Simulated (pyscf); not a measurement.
Structures and frequencies: ωB97X-D3(BJ)/def2-SVP in PySCF.

Estimate the classical barrier height and the reaction energy of SnH₂ [singlet] + ammonia (NH₃) → H₂N–SnH: [singlet] + hydrogen (H₂) at ωB97M-D3(BJ)/def2-TZVP. The step runs on the singlet surface, breaks H–Sn, H–N and forms N–Sn, H–H; take the separated reactants as zero.

ΔE‡ = 13.7 kcal/mol, ΔE = -8.4 kcal/mol. Zero-point energy shifts the barrier by +0.1 kcal/mol. It is a four-centre exchange, with an imaginary mode of 1306i cm⁻¹. On the reactant side the descent ends in an adduct with a N–Sn contact, 24.5 kcal/mol under the separated species and 35.7 kcal/mol under the saddle at ωB97X-D3(BJ)/def2-TZVP. What is counted as formed (N–Sn) is already present as a longer contact in the reactant adduct; forming that adduct is a step of its own. At the saddle there is also a short H–Sn contact that neither side keeps. At ωB97X-D3(BJ)/def2-TZVP the barrier from the zero used here is 11.2 kcal/mol. This is the saddle that the search found; another between the same sides may lie lower. Elements past Kr carry the def2 core potentials, without spin-orbit coupling.
